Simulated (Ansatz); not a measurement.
**Worked example: correlation energy of B–SiH–Cl, doublet**

Geometry: displaced at random from a stationary point.

```xyz
4

B    -0.0211   -0.7888    2.3277
Si   -0.0220    0.3962    0.7095
Cl    0.0260   -0.1268   -1.2932
H    -0.0768    1.8811    0.7508
```

Basis cc-pVDZ; Ansatz 0.2.0. Only valence electrons are correlated (noble-gas cores frozen), which leaves 15 electrons in 44 orbitals. R marks a restricted (for open shells ROHF) determinant.

Full CI isn't at hand for all of this; RCCSDT(Q) serves as the reference, and is uncertain by the last step of the cluster series or more.

RCCSD has a T1 diagnostic of 0.021 and a largest doubles amplitude of 0.11.

Runs differ by some tens of microhartree through their thresholds and, for an open shell, their frozen cores, so steps under 0.03 kcal/mol mean nothing.

```tsv
level	total energy (hartree)
RHF	-773.570499
RMP2	-773.842913
RCCSD	-773.890773
RCCSD(T)	-773.900877
RCCSDT	-773.902709
RCCSDT(Q)	-773.903485
```

Q: What is the correlation energy at RCCSDT(Q), and what share of it do RMP2 and RCCSD recover?

A: E(corr) = -773.903485 − (-773.570499) = -0.332986 hartree = -9.061 eV. RMP2: -0.272414 / -0.332986 = 81.81 %. RCCSD: -0.320274 / -0.332986 = 96.18 %.

Q: By how many kcal/mol does RCCSD(T) miss RCCSDT(Q) (1 hartree = 627.509 kcal/mol), and which steps make up the rest?

A: -773.900877 − (-773.903485) = 0.002608 hartree = 1.64 kcal/mol. Steps: RCCSDT − RCCSD(T) = -1.15, RCCSDT(Q) − RCCSDT = -0.49 kcal/mol. Differences between like states or geometries often cancel part of this.
